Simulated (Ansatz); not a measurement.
Geometry optimisation, RKS PBE-D4/def2-SVP in Ansatz.

input.yaml

```yaml
crystal:
  periodic: [false, false, false]
  atoms:
    - { symbol: C, position_ang: [-0.24654, 0.42218, -0.22313] }
    - { symbol: C, position_ang: [0.24041, -0.79668, 0.26798] }
    - { symbol: Si, position_ang: [-0.08773, -2.21612, 1.25939] }
    - { symbol: H, position_ang: [-1.11022, -0.06095, -0.74046] }
    - { symbol: H, position_ang: [0.32345, 0.9189, -1.01422] }
    - { symbol: H, position_ang: [-0.69265, 1.12072, 0.49159] }
total_charge: 1
basis:
  gaussian: { orbitals: def2-SVP }
hamiltonian:
  xc: pbe
  dispersion: d4
relax:
  f_tol: 0.015
  max_steps: 40
output:
  orbitals: {}
```

Launched with:

```bash
$ ansatz run input.yaml --threads 1 --pin off --max-ram 2048MiB --backend cpu --events-out ev --progress --plain --runs-dir out
```

Problem. Where does it end, and by what steps?

Solution. The forces met the threshold. After 28 steps the energy has fallen by 2.773 eV; H4 moved furthest, 1.51 Å. Parted: C1–H4 (1.12 → 2.20 Å). Joined: C1–Si3 (3.03 → 2.20 Å), C2–H4 (1.84 → 1.10 Å).

```tsv
step	energy less start (eV)	largest force component (eV/Å)	accepted
0	0.0000	1.600	yes
1	-0.1859	0.819	yes
2	-0.2682	0.822	yes
3	-0.2743	0.865	yes
4	-0.3712	0.744	yes
5	-0.3999	0.318	yes
6	-0.4962	0.694	yes
7	-0.5188	1.253	yes
8	-0.5724	0.502	yes
9	-0.6224	0.340	yes
10	-0.8011	0.808	yes
11	-1.2378	1.384	yes
12	-1.7202	1.624	yes
13	-2.1566	1.331	yes
14	-2.2096	3.256	yes
15	-2.4633	0.823	yes
16	-2.5417	0.487	yes
17	-2.5721	0.148	yes
18	-2.5812	0.214	yes
19	-2.5848	0.185	yes
20	-2.5941	0.461	yes
21	-2.6099	0.986	yes
22	-2.6584	1.507	yes
23	-2.7220	1.231	yes
24	-2.7559	0.396	yes
25	-2.7715	0.141	yes
26	-2.7728	0.058	yes
27	-2.7730	0.053	yes
28	-2.7731	0.011	yes
```

```xyz
6
Properties=species:S:1:pos:R:3
C -0.126 0.439 -0.152
C -0.834 -0.659 0.212
Si 0.771 -1.517 0.289
H -1.923 -0.737 0.337
H 1.017 0.398 -0.251
H -0.478 1.463 -0.394
```

Whether the end is a true minimum wasn't checked by a vibrational analysis.

Run time: 70 s on 1 thread of AMD EPYC (Zen 3), on a shared host, peak memory 0.12 GiB.
